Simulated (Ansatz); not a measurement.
We consider zinc-blende HgTe, described by PBE+SOC (Ansatz, a first-principles code, plane waves, PAW).

Run with plane-wave cutoff 520 eV, 20×20×20 k mesh, Fermi–Dirac smearing 0.05 eV, PAW data made under PBE.

Computed at the level's own relaxed cell.

Elastic tensor (GPa, Voigt notation, ions relaxed):

```
   45.0    29.6    29.6     0.0     0.0     0.0
   29.6    45.0    29.6     0.0     0.0     0.0
   29.6    29.6    45.0     0.0     0.0     0.0
    0.0     0.0     0.0    19.6     0.0     0.0
    0.0     0.0     0.0     0.0    19.6     0.0
    0.0     0.0     0.0     0.0     0.0    19.6
```

Worked from these constants: the tetragonal shear constant is C′ = (C11 − C12)/2 = 7.7 GPa against C44 = 19.6 GPa, so the tetragonal shear is the softer. The Zener ratio C44/C′ is 2.55 (1 for an isotropic solid), and the Cauchy pressure C12 − C44 is 10.0 GPa. With C11 + 2C12 = 104.2 GPa all three Born conditions hold; they don't test modes at the zone boundary.

Measured, for comparison: elastic constant C11 53.6 GPa, elastic constant C12 36.6 GPa, elastic constant C44 21.2 GPa (temperature not stated, not corrected to a static lattice; as tabulated in Oses et al. (2018), arXiv:1811.08464). Computed (rounded) less measured: elastic constant C11 -16 %, elastic constant C12 -19 %, elastic constant C44 -8 %.

Note: the solid has no gap at this level, which affects its response.

Computed values are for the static lattice.
